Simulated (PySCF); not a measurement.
Point-charge models of `[B]F` (boron monofluoride) [singlet] against its computed dipole.

Coordinates (PBE0-D3(BJ)/def2-SVP, Å) and charges (e) from the PBE0/pcSseg-1 density (PySCF):

```json
{"atom": "B1", "x": "0.634", "y": "-0.007", "z": "-0.004", "Mulliken": "+0.1869", "IAO": "+0.2074", "Hirshfeld": "+0.0686", "ESP-fitted": "-0.1377"}
{"atom": "F2", "x": "-0.629", "y": "0.010", "z": "-0.024", "Mulliken": "-0.1869", "IAO": "-0.2074", "Hirshfeld": "-0.0686", "ESP-fitted": "+0.1377"}
```

Task: What dipole does each set of charges give (1 e·Å = 4.803 D), and what does the density give?

Result: The full density gives (-1.01, 0.01, -0.02) D, 1.01 D in size; dipole vectors point from the negative to the positive end.

| scheme | μx | μy | μz | size (D) | share of the full size (%) | angle to the full dipole (°) |
| --- | --- | --- | --- | --- | --- | --- |
| Mulliken | 1.13 | -0.02 | 0.02 | 1.13 | 112 | 180 |
| IAO | 1.26 | -0.02 | 0.02 | 1.26 | 124 | 180 |
| Hirshfeld | 0.42 | -0.01 | 0.01 | 0.42 | 41 | 180 |
| ESP-fitted | -0.84 | 0.01 | -0.01 | 0.84 | 82 | 0 |

Task: Which set comes closest?

Result: Length of the difference vector: ESP-fitted 0.18 D, Hirshfeld 1.43 D, Mulliken 2.15 D, IAO 2.27 D. Closest: ESP-fitted. 

Task: What is left for the Hirshfeld atoms' own dipoles?

Result: The Hirshfeld atoms' densities add up to the full density, so μ = Σ q r + Σ (atomic dipoles). The atomic dipoles sum to (-1.01, 0.01, -0.02) − (0.42, -0.01, 0.01) = (-1.43, 0.02, -0.03) D, 1.43 D in size.

Task: Give the size of the full dipole in other units.

Result: 1.01 D = 0.399 au = 0.211 e·Å = 3.38 × 10⁻³⁰ C·m.

Geometry: PBE0-D3(BJ)/def2-SVP; no solvent, vibrations or thermal averaging.
